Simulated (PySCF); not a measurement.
**Solvent effects on NMR parameters**

Molfile (atoms numbered from 1):
```
C4H7N
     RDKit          3D

 12 12  0  0  0  0  0  0  0  0999 V2000
   -0.7474    1.1458    0.2875 C   0  0  0  0  0  0  0  0  0  0  0  0
    0.4541    1.4859    0.0606 N   0  0  0  0  0  0  0  0  0  0  0  0
    1.2123    0.2979   -0.3105 C   0  0  0  0  0  0  0  0  0  0  0  0
    0.3334   -0.9220    0.0263 C   0  0  0  0  0  0  0  0  0  0  0  0
   -1.0724   -0.3170    0.1226 C   0  0  0  0  0  0  0  0  0  0  0  0
   -1.5019    1.8987    0.5550 H   0  0  0  0  0  0  0  0  0  0  0  0
    2.1829    0.2932    0.2101 H   0  0  0  0  0  0  0  0  0  0  0  0
    1.4443    0.3656   -1.3888 H   0  0  0  0  0  0  0  0  0  0  0  0
    0.4118   -1.7305   -0.7139 H   0  0  0  0  0  0  0  0  0  0  0  0
    0.6288   -1.3415    1.0006 H   0  0  0  0  0  0  0  0  0  0  0  0
   -1.6801   -0.7160    0.9498 H   0  0  0  0  0  0  0  0  0  0  0  0
   -1.6657   -0.4600   -0.7992 H   0  0  0  0  0  0  0  0  0  0  0  0
  1  2  2  0
  2  3  1  0
  3  4  1  0
  4  5  1  0
  5  1  1  0
  1  6  1  0
  3  7  1  0
  3  8  1  0
  4  9  1  0
  4 10  1  0
  5 11  1  0
  5 12  1  0
M  END
```

GIAO PBE0/pcSseg-1 in PySCF 2.14 on one PBE0-D3(BJ)/def2-SVP conformer, non-relativistic, equivalent nuclei averaged. Solvents enter as an IEF-PCM continuum (benzene with ε = 2.3, chloroform with ε = 4.7) around the gas-phase geometry. Shifts are referred to TMS computed in the same medium.

Gas phase, δ in ppm: C1 171.3, C3 63.9, C5 38.8, C4 23.2, H6 7.46, H7/H8 3.91, H11/H12 2.32, H9/H10 1.59. Dipole moment 2.22 D.

**Question.** How does each δ change in the continuum?

**Answer.** 
```json
{"atoms": "C1", "environment": "C=N carbon", "Δδ, benzene": "+1.5", "Δδ, chloroform": "+3.3"}
{"atoms": "C3", "environment": "sp3 CH2 bonded to N", "Δδ, benzene": "+1.4", "Δδ, chloroform": "+1.6"}
{"atoms": "C5", "environment": "sp3 CH2 in a ring", "Δδ, benzene": "+1.0", "Δδ, chloroform": "+1.4"}
{"atoms": "C4", "environment": "sp3 CH2 in a ring", "Δδ, benzene": "-2.9", "Δδ, chloroform": "-2.8"}
{"atoms": "H6", "environment": "hydrogen on a C=N carbon", "Δδ, benzene": "-0.05", "Δδ, chloroform": "0.00"}
{"atoms": "H7/H8", "environment": "hydrogen on an sp3 CH2 bonded to N", "Δδ, benzene": "+0.13", "Δδ, chloroform": "+0.12"}
{"atoms": "H11/H12", "environment": "hydrogen on an sp3 CH2 in a ring", "Δδ, benzene": "+0.22", "Δδ, chloroform": "+0.28"}
{"atoms": "H9/H10", "environment": "hydrogen on an sp3 CH2 in a ring", "Δδ, benzene": "+0.08", "Δδ, chloroform": "+0.11"}
```

Changes are relative to the gas phase. The dipole moment becomes 2.52 D in benzene, 2.71 D in chloroform.

**Question.** Which nuclei move most (in ppm), and what does the model miss?

**Answer.** C1 (C=N carbon, +3.3 ppm) in chloroform. A continuum only polarises the solute; specific hydrogen bonds, the anisotropy of aromatic solvents and changes of geometry or conformer are outside it.
